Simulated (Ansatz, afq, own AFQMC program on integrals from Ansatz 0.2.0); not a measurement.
AFQMC on a folder of integrals that Ansatz 0.2.0 wrote.

```yaml
crystal:
  periodic: [false, false, false]
  atoms:
    - {symbol: Al, position_ang: [0.000000, 0.000000, 0.704959]}
    - {symbol: C, position_ang: [0.000000, 0.000000, -1.265754]}
    - {symbol: H, position_ang: [0.000000, -0.896128, -1.894102]}
    - {symbol: H, position_ang: [0.000000, 0.896128, -1.894102]}
basis:
  gaussian: {orbitals: cc-pVDZ}
magnetization: {spin_polarized: true, initial_magnetization: 1}
correlation: {method: ccsd_t, electrons: outside_noble_gas, hamiltonian_folder: ham}
```

```sh
$ ansatz run in.yaml --threads 1 --pin off --events-out ev --progress --plain --max-ram 1843MiB
```

Options of the walk:

```
--method phaseless --trial cisd --walkers 60 --populations 1 --least-time 40 --time-step 0.005 --steps-per-block 50 --equilibration-blocks 28 --max-blocks 300 --target-error 0.00036 --factor-cut 1e-05 --start spin_pure --seed 2576 --release-times 0.24,0.5,1,1.5 --release-step 0.02 --release-every 4 --taylor-order 6
```

Times are imaginary, in 1/Eh. The walk had a cap of 1011 s.

Output of the walk:

```
orbitals 36  electrons 5 4  factors 274 of 401
reference energy -280.88201931 Eh
CCSD correlation -0.19525817 Eh in 11 cycles, weight of the determinant in the CISD state 0.8781
energy of the start -281.077068 Eh
 block  time / (1/Eh)  mean weight  energy / Eh
     1     0.250  1.0013  -281.075113
     2     0.500  0.9993  -281.075031
     3     0.750  1.0006  -281.077209
     4     1.000  0.9988  -281.078466
     5     1.250  1.0000  -281.079757
     7     1.750  1.0016  -281.082648
     9     2.250  1.0003  -281.085301
    17     4.250  0.9997  -281.081202
    33     8.250  0.9996  -281.083830
    49    12.250  1.0022  -281.080800
    65    16.250  1.0028  -281.081053
    81    20.250  1.0022  -281.081815
    97    24.250  0.9982  -281.086424
   113    28.250  0.9995  -281.084598
   129    32.250  0.9986  -281.079132
   145    36.250  0.9991  -281.083667
   161    40.250  1.0012  -281.088496
   177    44.250  0.9970  -281.092369
   193    48.250  0.9986  -281.085115
   209    52.250  0.9988  -281.085775
   225    56.250  0.9980  -281.089429
   241    60.250  0.9998  -281.085245
   249    62.250  1.0019  -281.097615
   257    64.250  0.9984  -281.084737
   273    68.250  0.9992  -281.085917
   289    72.250  1.0005  -281.085316
   305    76.250  0.9984  -281.074889
   321    80.250  0.9984  -281.085974
blocks merged  error / Eh  count
     1  0.000216  300
     2  0.000264  150
     4  0.000321  75
     8  0.000403  37
    16  0.000496  18
    32  0.000499  9
released: time / (1/Eh)  energy / Eh  error  mean overlap
  0.24  -281.082948  0.000376  1.0014
  0.50  -281.083308  0.000422  0.9987
  1.00  -281.082976  0.000334  0.9956
  1.50  -281.082675  0.000408  1.0066
energy -281.083326 +/- 0.000496 Eh
(rows thinned)
```

The run passed its tests (sampling time, drift between the halves within three errors, error under three times the target), which doesn't prove that it has relaxed.

Against this walk (error 13.5 meV) on the same determinant: CCSD(T) 32.1 meV higher, CCSDT(Q) 0.4 meV higher (within the noise). The error is statistical and leaves out the bias of the constraint. Released to 1.50 1/Eh the energy moves by 18 ± 17 meV (both errors), within twice the noise.

Cautions: constraint bias not in the error; error above the target (13.5 against 9.8 meV); the determinant is a saddle point among determinants of its kind.

The walk took 4.3 min on 1 thread of AMD EPYC 7R13 Processor (Zen 3), on a shared host. The log's last line is the phaseless energy.

CCSDT and higher add their correlation energy to the determinant of the CCSD(T) run, since their own runs factorise the integrals more tightly (a shift of under 2 meV). A walk keeps the symmetry of its determinant, which the program's search chose and which needn't be the lowest solution, so a lower state of the same spin and another symmetry isn't excluded.
